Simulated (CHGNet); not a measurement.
Pyrite RuS2

These are the machine-learned potential CHGNet-r²SCAN (trained on r²SCAN data) values and carry that method's errors.

Cell: relaxed at this level.

For pyrite RuS2, the lattice constant a is 5.636 Å and the volume per atom is 14.92 Å³/atom.

Measured, for comparison: lattice constant a 5.61 Å, equilibrium volume per atom 14.71 Å³/atom (temperature not stated, no zero-point or thermal correction; as tabulated in Wikipedia's data pages). Computed (rounded) less measured: lattice constant a +0.5 %, equilibrium volume per atom +1.4 %.

A machine-learned potential is trained on density-functional data: it inherits that level's misses and adds fitting errors of its own.

Note: the model gives imaginary modes for this phase (in the spectrum interpolated from a supercell).
